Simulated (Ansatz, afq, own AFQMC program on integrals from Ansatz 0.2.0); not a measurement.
# NH, triplet in cc-pVDZ, levels against full CI

```json
{"atom": "N", "x (Å)": "0.0000", "y (Å)": "0.0000", "z (Å)": "0.0000"}
{"atom": "H", "x (Å)": "0.0000", "y (Å)": "0.0000", "z (Å)": "2.2460"}
```

Basis cc-pVDZ. Noble-gas cores (and the filled d shells of Ga–Kr and In–Xe) are frozen. Integrals, coupled cluster, full CI and functionals: Ansatz 0.2.0; the random walks run on the same integrals in our own AFQMC program. The CISD trial takes its coefficients from CCSD amplitudes. Released means that phaseless walkers are propagated on without the constraint, phases kept. Error bars are statistical, one sigma.

Determinant: UHF, the one that the program's search chose, which needn't be the lowest solution. The geometry is a point of a scan.

Full CI on the same integrals is exact in this basis and with this determinant's frozen core.

Cautions: lower spins were not checked; unrestricted determinant spin contaminated (⟨S²⟩ 2.95 against 2.00); the released energies have errors that jump between times, so the bars are unsure, so no released level is given (meV from the phaseless value at times in 1/Eh: -3.8 ± 0.9 at 0.24, -3 ± 3 at 0.51, -3.9 ± 1.1 at 0.99, -14 ± 7 at 1.62, -6.6 ± 1.4 at 2.40).

* T1 diagnostic: 0.0200
* weight of the determinant in the CISD state: 0.948
* ⟨S²⟩ of the determinant: 2.945
* size of the correlated space: 6 electrons in 18 orbitals

Reference: full CI, correlation energy -2.562 eV. The cautions show a poor starting determinant, so the rows tell how each method copes with it here, and full CI is the sure value.

```csv
level,E − E(reference) (meV),share of correlation (%)
HF,2561.9,0.00
MP2,589.9,76.97
CCSD,104.6,95.92
CCSD(T),69.7,97.28
CCSDT,5.1,99.80
CCSDT(Q),0.6,99.97
CCSDTQ,0.3,99.99
ph-AFQMC/CISD,-0.1 ± 1.0,100.00
```

CCSDT and higher add their correlation energy to the determinant of the CCSD(T) run, since their own runs factorise the integrals more tightly (a shift of under 2 meV). A walk keeps the symmetry of its determinant, which the program's search chose and which needn't be the lowest solution, so a lower state of the same spin and another symmetry isn't excluded.
